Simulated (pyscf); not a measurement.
**Four-centre exchange: F–BH–F (SMILES FBF) + H₂ (SMILES [H][H]) → HF (SMILES F) + H₂B–F (SMILES BF)**

Gas phase, singlet surface, charge 0. Bonds broken: F1–B2, H5–H6. Bonds formed: F1–H5, B2–H6. Optimised with ωB97X-D3(BJ)/def2-SVP in PySCF.

Transition state (Å):

```xyz
6

F     -0.3334    -0.7893     0.7111
B      0.1140     0.4114    -0.2993
F      0.4289     1.4901     0.4206
H     -0.6425     0.4789    -1.2324
H      0.6462    -0.8918     0.1440
H      1.2017    -0.3263    -0.5817
```

One imaginary mode, 1209i cm⁻¹; descent along it reached the two sides named.

```json
[
 {"bond": "F1–B2", "change": "breaks", "reactant side (Å)": "1.320", "saddle": "1.632", "product side": "2.221"},
 {"bond": "H5–H6", "change": "breaks", "reactant side (Å)": "0.760", "saddle": "1.075", "product side": "2.501"},
 {"bond": "F1–H5", "change": "forms", "reactant side (Å)": "2.9", "saddle": "1.137", "product side": "0.927"},
 {"bond": "B2–H6", "change": "forms", "reactant side (Å)": "3.0", "saddle": "1.344", "product side": "1.214"}
]
```

Electronic energies relative to the separated reactants (eV):

| level | barrier | reaction energy | reverse barrier |
|---|---|---|---|
| ωB97X-D3(BJ)/def2-TZVP | 2.16 | +1.54 | 0.62 |
| PBE/def2-TZVP | 1.87 | +1.57 | 0.30 |
| r²SCAN/def2-TZVP | 2.02 | +1.66 | 0.36 |
| B3LYP-D3(BJ)/def2-TZVP | 2.19 | +1.58 | 0.61 |
| PBE0-D3(BJ)/def2-TZVP | 1.99 | +1.53 | 0.46 |
| M06-2X/def2-TZVP | 2.24 | +1.63 | 0.62 |
| ωB97M-D3(BJ)/def2-TZVP | 2.15 | +1.56 | 0.59 |
| HF/def2-TZVP | 2.91 | +1.51 | 1.40 |

With ωB97M-D3(BJ)/def2-TZVP energies and thermal terms (ideal gas, 1 atm, RRHO with modes under 100 cm⁻¹ raised to 100, one conformer, R ln 2 for chiral ones without a mode under 150 cm⁻¹), in eV:

```tsv
T (K)	ΔH‡	ΔG‡	ΔH	ΔG
298	2.23	2.57	+1.66	+1.60
600	2.18	2.93	+1.64	+1.54
900	2.16	3.31	+1.62	+1.49
1200	2.16	3.70	+1.61	+1.45
```

The same reactants have a lower exit, to F–BH–F + H₂ (barrier +1.81 eV at ωB97M-D3(BJ)/def2-TZVP, against +2.15 eV here). This is the saddle that the search found; another between the same sides may lie lower.
